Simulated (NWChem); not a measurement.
**C3H8O (methoxyethane) at 4 levels**

Wanted: a comparison of 4 runs (HF/STO-3G, HF/3-21G, B3LYP/6-31G*, B2PLYP/6-31G*) of C3H8O (methoxyethane). 

Program for the calculation: NWChem 7.3.0.

29 further runs of the same task are left out: 29 set aside as unsound or not needed.

## 1. The structure to begin with

C3H8O has 12 atoms, charge 0, and is taken as a singlet. SMILES: `CCOC`. The C4–H12 distance was set to 2.419 Å, away from the relaxed value. At this shape a bond of the SMILES string is far longer than usual.

Bond lengths: C1–C2 1.507 Å, C2–O3 1.405 Å, O3–C4 1.399 Å, C1–H5 1.092 Å, C1–H6 1.092 Å, C1–H7 1.092 Å, C2–H8 1.102 Å, C2–H9 1.102 Å, C4–H10 1.090 Å, C4–H11 1.100 Å. Some angles: C1–C2–O3 108.9°, C2–O3–C4 112.4°, C1–C2–H8 110.6°, C1–C2–H9 110.6°, O3–C2–H8 109.9°, O3–C2–H9 109.9°, C2–C1–H5 110.6°, C2–C1–H6 110.6°, C2–C1–H7 110.4°, O3–C4–H10 107.7°.

## 2. A single-point energy at HF/STO-3G (run 1)

Input file run.py:

```python
from ase import Atoms
from ase.calculators.nwchem import NWChem

atoms = Atoms(['C', 'C', 'O', 'C', 'H', 'H', 'H', 'H', 'H', 'H', 'H', 'H'], positions=[
    [-1.217952, 1.147635, 1.836385],
    [-0.089752, 0.335435, 1.254585],
    [0.960848, 1.200235, 0.904985],
    [2.051748, 0.519335, 0.355285],
    [-1.579352, 1.877735, 1.109685],
    [-0.884052, 1.685935, 2.725585],
    [-2.049452, 0.497535, 2.116985],
    [-0.429952, -0.219465, 0.365585],
    [0.266048, -0.411065, 1.982685],
    [2.816648, 1.257835, 0.113685],
    [2.472548, -0.209365, 1.063185],
    [1.438600, -0.660100, -1.666100],
])

calc = NWChem(
    label='c3h8o',
    theory='scf',
    memory='2200 mb',
    basis='STO-3G',
    basispar='spherical bse',
    scf={'nopen': '0', 'rhf': None, 'thresh': '1e-08', 'maxiter': '80', 'print': 'low'},
    task='energy',
)
atoms.calc = calc

e = atoms.get_potential_energy()
print(f"E = {e:.6f} eV")
```

Command:

```sh
$ export ASE_NWCHEM_COMMAND="nwchem PREFIX.nwi > PREFIX.nwo"
$ python run.py
```

Log:

```text
E = -5181.231308 eV
```

The calculator wrote c3h8o.nwi:

```
title "c3h8o"

permanent_dir c3h8o

scratch_dir c3h8o

start c3h8o

geometry units angstrom nocenter noautosym noautoz
  C  -1.2179519999999999e+00 1.1476350000000000e+00 1.8363849999999999e+00
  C  -8.9751999999999998e-02 3.3543499999999998e-01 1.2545850000000001e+00
  O  9.6084800000000004e-01 1.2002349999999999e+00 9.0498500000000004e-01
  C  2.0517479999999999e+00 5.1933499999999999e-01 3.5528500000000002e-01
  H  -1.5793520000000001e+00 1.8777349999999999e+00 1.1096850000000000e+00
  H  -8.8405199999999995e-01 1.6859350000000000e+00 2.7255850000000001e+00
  H  -2.0494520000000001e+00 4.9753500000000001e-01 2.1169850000000001e+00
  H  -4.2995200000000000e-01 -2.1946499999999999e-01 3.6558499999999999e-01
  H  2.6604800000000001e-01 -4.1106500000000001e-01 1.9826850000000000e+00
  H  2.8166479999999998e+00 1.2578350000000000e+00 1.1368499999999999e-01
  H  2.4725480000000002e+00 -2.0936500000000000e-01 1.0631850000000000e+00
  H  1.4386000000000001e+00 -6.6010000000000002e-01 -1.6660999999999999e+00
end

memory 2200 mb

basis spherical bse noprint
   * library STO-3G
end

scf
  nopen 0
  rhf
  thresh 1e-08
  maxiter 80
  print low
end

task scf energy
```

c3h8o.nwo:

```text
Northwest Computational Chemistry Package (NWChem) 7.3.0
             --------------------------------------------------------

           Job information
           ---------------

    nwchem branch   = 7.3.0
    use scalapack   = T
    input           = c3h8o.nwi
    prefix          = c3h8o.
    data base       = c3h8o/c3h8o.db
    status          = startup
    nproc           =        1

           Memory information
           ------------------

    heap     =     72089594 doubles =      550.0 Mbytes
    stack    =     72089599 doubles =      550.0 Mbytes
    global   =    144179200 doubles =     1100.0 Mbytes (distinct from heap & stack)
    total    =    288358393 doubles =     2200.0 Mbytes
    verify   = yes
    hardfail = no

[... 37 lines left out ...]
            Nuclear Dipole moment (a.u.)
[... 54 lines left out ...]
                                 NWChem SCF Module
                                 -----------------

                                       c3h8o

  ao basis        = "ao basis"
  functions       =    28
  atoms           =    12
  closed shells   =    17
  open shells     =     0
  charge          =   0.00
  wavefunction    = RHF
  input vectors   = atomic
  output vectors  = c3h8o/c3h8o.movecs
  use symmetry    = F
  symmetry adapt  = F

 Forming initial guess at       0.0s

 Starting SCF solution at       0.1s

       Final RHF  results
       ------------------

         Total SCF energy =   -190.406740139584
      One-electron energy =   -519.311157169569
      Two-electron energy =    197.748821977285
 Nuclear repulsion energy =    131.155595052700

        Time for solution =      2.6s

 Task  times  cpu:        2.7s     wall:        2.7s
 Total times  cpu:        2.7s     wall:        2.7s
```

It took 3.9 s on 1 thread of Intel Xeon Platinum 8375C at 2.90GHz (Ice Lake), shared host; peak memory 0.096 GiB.

## 3. The energy at HF/3-21G (run 2)

Input file c3h8o.nw:

```
echo
start c3h8o
title "C3H8O energy"
memory stack 880 mb heap 220 mb global 1100 mb
geometry units au noautosym nocenter noautoz
C     -2.30159571     2.16871584     3.47026471
C     -0.16960670     0.63388028     2.37082205
O      1.81573957     2.26811544     1.71017380
C      3.87724180     0.98140092     0.67139135
H     -2.98454273     3.54840488     2.09700073
H     -1.67061616     3.18595541     5.15060918
H     -3.87290299     0.94020489     4.00052186
H     -0.81249153    -0.41472874     0.69085553
H      0.50275786    -0.77680027     3.74673164
H      5.32269331     2.37696366     0.21483351
H      4.67243855    -0.39564251     2.00912847
H      2.71856000    -1.24740821    -3.14847270
end
basis "ao basis" spherical bse
* library 3-21G
end
scf
singlet
rhf
thresh 1e-08
maxiter 80
end
task scf
```

Command:

```sh
$ nwchem c3h8o.nw > c3h8o.out
```

Log:

```text
[...]
  functions       =    52
[...]
  wavefunction    = RHF
[...]
         Total SCF energy =   -191.832859067914
      One-electron energy =   -519.286099991652
      Two-electron energy =    196.297655347470
 Nuclear repulsion energy =    131.155585576268
        Time for solution =      2.2s
[...]
```

It took 2.8 s on 1 thread of Intel Xeon Platinum 8375C at 2.90GHz (Ice Lake), shared host; peak memory 0.095 GiB.

Run 3 isn't shown in full; the table further down has it.

## 4. A single-point energy at B2PLYP/6-31G(d) (spherical functions) (run 4)

Input file job.xyz:

```xyz
12

C     -1.217952     1.147635     1.836385
C     -0.089752     0.335435     1.254585
O      0.960848     1.200235     0.904985
C      2.051748     0.519335     0.355285
H     -1.579352     1.877735     1.109685
H     -0.884052     1.685935     2.725585
H     -2.049452     0.497535     2.116985
H     -0.429952    -0.219465     0.365585
H      0.266048    -0.411065     1.982685
H      2.816648     1.257835     0.113685
H      2.472548    -0.209365     1.063185
H      1.438600    -0.660100    -1.666100
```

Input file job.nw:

```
start job
memory total 2200 mb
geometry noautosym nocenter noautoz
   load job.xyz
end
basis spherical bse
   * library 6-31G*
end
dft
   xc hfexch 0.53 becke88 0.47 lyp 0.73 mp2 0.27
   dftmp2 semidirect
   grid xfine
   convergence energy 1e-08
   maxiter 100
   mulliken
end
mp2
   freeze core 4
end
task dft energy
```

Command:

```sh
$ nwchem job.nw > job.out
```

Log:

```text
[...]
          Wavefunction type:  closed shell.
          No. of atoms     :    12
          No. of electrons :    34
[...]
          Charge           :     0
          Spin multiplicity:     1
[...]
          AO basis - number of functions:    72
[...]
              XC Information
              --------------
                     Hartree-Fock (Exact) Exchange  0.530
                    Becke 1988 Exchange Functional  0.470
              Lee-Yang-Parr Correlation Functional  0.730
[...]
 d= 0,ls=0.0,diis     1   -193.6717324765 -3.25D+02  1.09D-02  4.58D-01     4.4
[...]
 d= 0,ls=0.0,diis    11   -193.7395692878 -1.87D-09  3.71D-07  6.00D-10    40.6
         Total DFT energy =     -193.739569287849
      One electron energy =     -521.200848594227
           Coulomb energy =      223.548288960146
    Exchange-Corr. energy =      -27.242604706468
 Nuclear repulsion energy =      131.155595052700
[...]
      Total Density - Mulliken Population Analysis
     ---------------------------------------------
    Atom       Charge   Shell Charges
 -----------   ------   -------------------------------------------------------
    1 C    6     6.49   2.00  0.66  2.12  0.65  1.02  0.04
    2 C    6     6.00   2.00  0.67  2.02  0.52  0.72  0.07
    3 O    8     8.48   2.00  0.91  2.89  0.96  1.69  0.03
    4 C    6     6.02   2.00  0.70  1.82  0.61  0.84  0.06
    5 H    1     0.82   0.52  0.30
    6 H    1     0.83   0.53  0.31
    7 H    1     0.84   0.52  0.31
    8 H    1     0.83   0.53  0.31
    9 H    1     0.86   0.54  0.33
   10 H    1     0.81   0.53  0.28
[...]
  Basis functions       =     72
[...]
```

It took 43 s on 1 thread of Intel Xeon Platinum 8375C at 2.90GHz (Ice Lake), shared host; peak memory 0.2 GiB.

## 5. All runs side by side

```csv
run,level,Cartesian functions,iteration cap,energy (Eh),wall time
1,HF/STO-3G,no,80,-190.406740,3.9 s
2,HF/3-21G,no,80,-191.832859,2.8 s
3,B3LYP/6-31G* (Cartesian functions),yes,100,-194.185508,49 s
4,B2PLYP/6-31G* (spherical functions),no,100,-193.942529,43 s
```

## 6. Results

| quantity | value |
| --- | --- |
| run 4: total energy | -193.94253 Eh |
| run 4: dipole moment (SCF part) | 2.32 D |
| run 4: HOMO energy (SCF part's orbitals) | -7.07 eV |
| run 4: LUMO energy (SCF part's orbitals) | -1.09 eV |
| run 4: HOMO–LUMO gap (SCF part's orbitals) | 5.98 eV |

In words: Totals of different functionals can't be ranked against each other. In run 1 the basis is minimal, so the values are rough. In runs 1, 2, 3, 4 a closed-shell determinant meets a far-stretched bond, which it describes badly. All runs together took 99 s, the longest 49 s.
